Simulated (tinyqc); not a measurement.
Worked calculation: UKS/exchange-only LDA in the sto-3g basis, for H2O+, spin multiplicity 2. One step of it, computed by the program tinyqc.

Problem. Iteration 1: building the Kohn-Sham matrix. J_ij = sum D_kl (ij|kl) with D = D(alpha) + D(beta); F = H + J + V_xc; E = tr D H + tr D J / 2 + E_xc + E_nn.

D(alpha) at the start, order 1O 1s, 1O 2s, 1O 2px, 1O 2py, 1O 2pz, 2H 1s, 3H 1s:
$$\begin{pmatrix}
1.032463 & -0.132899 & 0.000000 & 0.000000 & 0.055088 & -0.068363 & -0.068363 \\
-0.132899 & 0.605999 & 0.000000 & 0.000000 & -0.201601 & 0.175757 & 0.175757 \\
0.000000 & 0.000000 & 1.000000 & 0.000000 & 0.000000 & 0.000000 & 0.000000 \\
0.000000 & 0.000000 & 0.000000 & 0.731315 & 0.000000 & 0.179394 & -0.179394 \\
0.055088 & -0.201601 & 0.000000 & 0.000000 & 0.912268 & 0.061936 & 0.061936 \\
-0.068363 & 0.175757 & 0.000000 & 0.179394 & 0.061936 & 0.113114 & 0.025102 \\
-0.068363 & 0.175757 & 0.000000 & -0.179394 & 0.061936 & 0.025102 & 0.113114
\end{pmatrix}$$

D(beta) at the start, order 1O 1s, 1O 2s, 1O 2px, 1O 2py, 1O 2pz, 2H 1s, 3H 1s:
$$\begin{pmatrix}
1.032463 & -0.132899 & 0.000000 & 0.000000 & 0.055088 & -0.068363 & -0.068363 \\
-0.132899 & 0.605999 & 0.000000 & 0.000000 & -0.201601 & 0.175757 & 0.175757 \\
0.000000 & 0.000000 & 0.000000 & 0.000000 & 0.000000 & 0.000000 & 0.000000 \\
0.000000 & 0.000000 & 0.000000 & 0.731315 & 0.000000 & 0.179394 & -0.179394 \\
0.055088 & -0.201601 & 0.000000 & 0.000000 & 0.912268 & 0.061936 & 0.061936 \\
-0.068363 & 0.175757 & 0.000000 & 0.179394 & 0.061936 & 0.113114 & 0.025102 \\
-0.068363 & 0.175757 & 0.000000 & -0.179394 & 0.061936 & 0.025102 & 0.113114
\end{pmatrix}$$

core Hamiltonian H = T + V (hartree), order 1O 1s, 1O 2s, 1O 2px, 1O 2py, 1O 2pz, 2H 1s, 3H 1s:
$$\begin{pmatrix}
-32.634240 & -7.592288 & 0.000000 & 0.000000 & -0.016909 & -1.437750 & -1.437750 \\
-7.592288 & -9.254793 & 0.000000 & 0.000000 & -0.203928 & -3.248085 & -3.248085 \\
0.000000 & 0.000000 & -7.391898 & 0.000000 & 0.000000 & 0.000000 & 0.000000 \\
0.000000 & 0.000000 & 0.000000 & -7.513758 & 0.000000 & -1.776071 & 1.776071 \\
-0.016909 & -0.203928 & 0.000000 & 0.000000 & -7.476991 & -1.546636 & -1.546636 \\
-1.437750 & -3.248085 & 0.000000 & -1.776071 & -1.546636 & -4.766002 & -1.354177 \\
-1.437750 & -3.248085 & 0.000000 & 1.776071 & -1.546636 & -1.354177 & -4.766002
\end{pmatrix}$$

Two-electron integrals (ij|kl) in chemists' order, unique and non-zero (hartree):
```
(11|11) 4.785065    (21|11) 0.741380    (21|21) 0.136873    (22|11) 1.118947
(22|21) 0.256633    (22|22) 0.817206    (31|31) 0.024477    (32|31) 0.037809
(32|32) 0.180518    (33|11) 1.115814    (33|21) 0.256684    (33|22) 0.817023
(33|33) 0.880159    (41|41) 0.024477    (42|41) 0.037809    (42|42) 0.180518
(43|43) 0.047444    (44|11) 1.115814    (44|21) 0.256684    (44|22) 0.817023
(44|33) 0.785270    (44|44) 0.880159    (51|51) 0.024477    (52|51) 0.037809
(52|52) 0.180518    (53|53) 0.047444    (54|54) 0.047444    (55|11) 1.115814
(55|21) 0.256684    (55|22) 0.817023    (55|33) 0.785270    (55|44) 0.785270
(55|55) 0.880159    (61|11) 0.141175    (61|21) 0.025850    (61|22) 0.048179
(61|33) 0.048085    (61|41) 0.000916    (61|42) 0.001717    (61|44) 0.048254
(61|51) 0.000765    (61|52) 0.001434    (61|54) 0.000142    (61|55) 0.048203
(61|61) 0.004946    (62|11) 0.349941    (62|21) 0.081294    (62|22) 0.287394
(62|33) 0.282459    (62|41) 0.004689    (62|42) 0.036105    (62|44) 0.291015
(62|51) 0.003919    (62|52) 0.030171    (62|54) 0.007150    (62|55) 0.288433
(62|61) 0.015662    (62|62) 0.126052    (63|31) 0.008427    (63|32) 0.049345
(63|43) 0.007465    (63|53) 0.006238    (63|63) 0.017783    (64|11) 0.195514
(64|21) 0.045999    (64|22) 0.173627    (64|33) 0.165782    (64|41) 0.010748
(64|42) 0.069949    (64|44) 0.185663    (64|51) 0.001940    (64|52) 0.017218
(64|54) 0.010375    (64|55) 0.169240    (64|61) 0.009246    (64|62) 0.092510
(64|64) 0.084889    (65|11) 0.163378    (65|21) 0.038439    (65|22) 0.145088
(65|33) 0.138533    (65|41) 0.001940    (65|42) 0.017218    (65|44) 0.142671
(65|51) 0.010048    (65|52) 0.063733    (65|54) 0.010922    (65|55) 0.153898
(65|61) 0.007726    (65|62) 0.077304    (65|64) 0.056076    (65|65) 0.064642
(66|11) 0.495537    (66|21) 0.116986    (66|22) 0.474863    (66|33) 0.455789
(66|41) 0.008599    (66|42) 0.091761    (66|44) 0.489132    (66|51) 0.007185
(66|52) 0.076678    (66|54) 0.027863    (66|55) 0.479072    (66|61) 0.022729
(66|62) 0.264360    (66|64) 0.221434    (66|65) 0.185037    (66|66) 0.774606
(71|11) 0.141175    (71|21) 0.025850    (71|22) 0.048179    (71|33) 0.048085
(71|41) -0.000916   (71|42) -0.001717   (71|44) 0.048254    (71|51) 0.000765
(71|52) 0.001434    (71|54) -0.000142   (71|55) 0.048203    (71|61) 0.004873
(71|62) 0.015191    (71|64) 0.008207    (71|65) 0.007500    (71|66) 0.021828
(71|71) 0.004946    (72|11) 0.349941    (72|21) 0.081294    (72|22) 0.287394
(72|33) 0.282459    (72|41) -0.004689   (72|42) -0.036105   (72|44) 0.291015
(72|51) 0.003919    (72|52) 0.030171    (72|54) -0.007150   (72|55) 0.288433
(72|61) 0.015191    (72|62) 0.102536    (72|64) 0.051886    (72|65) 0.061190
(72|66) 0.176621    (72|71) 0.015662    (72|72) 0.126052    (73|31) 0.008427
(73|32) 0.049345    (73|43) -0.007465   (73|53) 0.006238    (73|63) 0.014002
(73|73) 0.017783    (74|11) -0.195514   (74|21) -0.045999   (74|22) -0.173627
(74|33) -0.165782   (74|41) 0.010748    (74|42) 0.069949    (74|44) -0.185663
(74|51) -0.001940   (74|52) -0.017218   (74|54) 0.010375    (74|55) -0.169240
(74|61) -0.008207   (74|62) -0.051886   (74|64) -0.012715   (74|65) -0.030290
(74|66) -0.079564   (74|71) -0.009246   (74|72) -0.092510   (74|74) 0.084889
(75|11) 0.163378    (75|21) 0.038439    (75|22) 0.145088    (75|33) 0.138533
(75|41) -0.001940   (75|42) -0.017218   (75|44) 0.142671    (75|51) 0.010048
(75|52) 0.063733    (75|54) -0.010922   (75|55) 0.153898    (75|61) 0.007500
(75|62) 0.061190    (75|64) 0.030290    (75|65) 0.049967    (75|66) 0.115394
(75|71) 0.007726    (75|72) 0.077304    (75|74) -0.056076   (75|75) 0.064642
(76|11) 0.134004    (76|21) 0.031435    (76|22) 0.121071    (76|33) 0.118113
(76|44) 0.120363    (76|51) 0.002345    (76|52) 0.021664    (76|55) 0.124603
(76|61) 0.006000    (76|62) 0.053236    (76|64) 0.033762    (76|65) 0.036699
(76|66) 0.116995    (76|71) 0.006000    (76|72) 0.053236    (76|74) -0.033762
(76|75) 0.036699    (76|76) 0.027919    (77|11) 0.495537    (77|21) 0.116986
(77|22) 0.474863    (77|33) 0.455789    (77|41) -0.008599   (77|42) -0.091761
(77|44) 0.489132    (77|51) 0.007185    (77|52) 0.076678    (77|54) -0.027863
(77|55) 0.479072    (77|61) 0.021828    (77|62) 0.176621    (77|64) 0.079564
(77|65) 0.115394    (77|66) 0.327203    (77|71) 0.022729    (77|72) 0.264360
(77|74) -0.221434   (77|75) 0.185037    (77|76) 0.116995    (77|77) 0.774606
```

nuclear repulsion = 8.48385907 hartree

V_xc(alpha) (hartree), order 1O 1s, 1O 2s, 1O 2px, 1O 2py, 1O 2pz, 2H 1s, 3H 1s:
$$\begin{pmatrix}
-2.824990 & -0.400569 & 0.000000 & 0.000000 & 0.002221 & -0.076638 & -0.076638 \\
-0.400569 & -0.746672 & 0.000000 & 0.000000 & 0.004481 & -0.244714 & -0.244714 \\
0.000000 & 0.000000 & -0.742289 & 0.000000 & 0.000000 & 0.000000 & 0.000000 \\
0.000000 & 0.000000 & 0.000000 & -0.737383 & 0.000000 & -0.143100 & 0.143100 \\
0.002221 & 0.004481 & 0.000000 & 0.000000 & -0.746356 & -0.120813 & -0.120813 \\
-0.076638 & -0.244714 & 0.000000 & -0.143100 & -0.120813 & -0.365889 & -0.092657 \\
-0.076638 & -0.244714 & 0.000000 & 0.143100 & -0.120813 & -0.092657 & -0.365889
\end{pmatrix}$$

V_xc(beta) (hartree), order 1O 1s, 1O 2s, 1O 2px, 1O 2py, 1O 2pz, 2H 1s, 3H 1s:
$$\begin{pmatrix}
-2.805088 & -0.385347 & 0.000000 & 0.000000 & 0.002565 & -0.073955 & -0.073955 \\
-0.385347 & -0.666840 & 0.000000 & 0.000000 & 0.006416 & -0.224766 & -0.224766 \\
0.000000 & 0.000000 & -0.590063 & 0.000000 & 0.000000 & 0.000000 & 0.000000 \\
0.000000 & 0.000000 & 0.000000 & -0.693132 & 0.000000 & -0.137032 & 0.137032 \\
0.002565 & 0.006416 & 0.000000 & 0.000000 & -0.702964 & -0.115432 & -0.115432 \\
-0.073955 & -0.224766 & 0.000000 & -0.137032 & -0.115432 & -0.356555 & -0.087155 \\
-0.073955 & -0.224766 & 0.000000 & 0.137032 & -0.115432 & -0.087155 & -0.356555
\end{pmatrix}$$

E_xc = sum of w rho eps_xc = -7.72192763 hartree

Give: Coulomb J; F(alpha); F(beta); total energy of this density.

Solution.

Coulomb J (hartree), order 1O 1s, 1O 2s, 1O 2px, 1O 2py, 1O 2pz, 2H 1s, 3H 1s:
$$\begin{pmatrix}
16.641 & 3.111 & 0.000 & 0.000 & -0.009 & 0.588 & 0.588 \\
3.111 & 7.593 & 0.000 & 0.000 & -0.002 & 2.634 & 2.634 \\
0.000 & 0.000 & 7.515 & 0.000 & 0.000 & 0.000 & 0.000 \\
0.000 & 0.000 & 0.000 & 7.617 & 0.000 & 1.582 & -1.582 \\
-0.009 & -0.002 & 0.000 & 0.000 & 7.625 & 1.327 & 1.327 \\
0.588 & 2.634 & 0.000 & 1.582 & 1.327 & 4.371 & 1.105 \\
0.588 & 2.634 & 0.000 & -1.582 & 1.327 & 1.105 & 4.371
\end{pmatrix}$$

F(alpha) (hartree), order 1O 1s, 1O 2s, 1O 2px, 1O 2py, 1O 2pz, 2H 1s, 3H 1s:
$$\begin{pmatrix}
-18.819 & -4.882 & 0.000 & 0.000 & -0.023 & -0.927 & -0.927 \\
-4.882 & -2.408 & 0.000 & 0.000 & -0.202 & -0.859 & -0.859 \\
0.000 & 0.000 & -0.619 & 0.000 & 0.000 & 0.000 & 0.000 \\
0.000 & 0.000 & 0.000 & -0.635 & 0.000 & -0.337 & 0.337 \\
-0.023 & -0.202 & 0.000 & 0.000 & -0.598 & -0.341 & -0.341 \\
-0.927 & -0.859 & 0.000 & -0.337 & -0.341 & -0.761 & -0.342 \\
-0.927 & -0.859 & 0.000 & 0.337 & -0.341 & -0.342 & -0.761
\end{pmatrix}$$

F(beta) (hartree), order 1O 1s, 1O 2s, 1O 2px, 1O 2py, 1O 2pz, 2H 1s, 3H 1s:
$$\begin{pmatrix}
-18.799 & -4.867 & 0.000 & 0.000 & -0.023 & -0.924 & -0.924 \\
-4.867 & -2.329 & 0.000 & 0.000 & -0.200 & -0.839 & -0.839 \\
0.000 & 0.000 & -0.467 & 0.000 & 0.000 & 0.000 & 0.000 \\
0.000 & 0.000 & 0.000 & -0.590 & 0.000 & -0.331 & 0.331 \\
-0.023 & -0.200 & 0.000 & 0.000 & -0.555 & -0.335 & -0.335 \\
-0.924 & -0.839 & 0.000 & -0.331 & -0.335 & -0.752 & -0.336 \\
-0.924 & -0.839 & 0.000 & 0.331 & -0.335 & -0.336 & -0.752
\end{pmatrix}$$

total energy of this density = -73.61923 hartree
